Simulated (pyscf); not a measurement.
`[O]=[Cr]([OH])([OH])([F])[F]` → `[O]=[Cr](=[O])([F])[F]` + `[OH2]`, an elimination (singlet surface; Cr–O, H–O broken, H–O formed). PySCF, gas phase, ωB97X-D3(BJ)/def2-SVP geometries. Energies in kJ/mol from the reactant's lowest minimum found.

Small-basis levels: PySCF, no dispersion term, spherical d functions. AM1 to PM7: differences of heats of formation from MOPAC, which are fitted to 298 K values and so differ in kind from electronic energies by zero-point and thermal terms. GFN2-xTB: tblite. Cost: rough CPU time at the saddle relative to B3LYP/6-31G*+LANL2DZ, from one job on a shared machine.

```json
[
 {"level": "HF/STO-3G", "barrier": "105.3", "reaction energy": "-51.9", "cost": "0.04"},
 {"level": "HF/6-31G*+LANL2DZ", "barrier": "103.5", "reaction energy": "-115.9", "cost": "0.1"},
 {"level": "MP2/6-31G*+LANL2DZ", "barrier": "66.9", "reaction energy": "-169.6", "cost": "0.1"},
 {"level": "SVWN5/6-31G*+LANL2DZ", "barrier": "46.2", "reaction energy": "+19.5", "cost": "0.9"},
 {"level": "B3LYP/3-21G", "barrier": "39.8", "reaction energy": "+26.3", "cost": "0.6"},
 {"level": "B3LYP/LANL2DZ", "barrier": "58.2", "reaction energy": "-38.0", "cost": "0.8"},
 {"level": "B3LYP/6-31G*+LANL2DZ", "barrier": "68.3", "reaction energy": "-57.5", "cost": "1"},
 {"level": "PBE/def2-SVP", "barrier": "43.6", "reaction energy": "-47.6", "cost": "1"},
 {"level": "B3LYP/def2-SVP", "barrier": "55.3", "reaction energy": "-71.1", "cost": "1.0"},
 {"level": "GFN2-xTB", "barrier": "100.3", "reaction energy": "+30.5", "cost": "under 0.02"},
 {"level": "PM6", "barrier": "104.6", "reaction energy": "+3.9", "cost": "under 0.02"},
 {"level": "PM7", "barrier": "139.4", "reaction energy": "+45.6", "cost": "under 0.02"},
 {"level": "ωB97M-D3(BJ)/def2-TZVP", "barrier": "68.0", "reaction energy": "-82.9", "cost": "–"}
]
```

Against the last row the barrier runs from -28.2 (B3LYP/3-21G) to +71.4 kJ/mol (PM7). ωB97M-D3(BJ)/def2-TZVP has limits of its own. On the product side the descent ends in a complex (not fully relaxed), 18.3 kJ/mol under the separated species and 168.1 kJ/mol under the saddle at ωB97X-D3(BJ)/def2-TZVP. One saddle was located; it need not be the lowest between these sides.
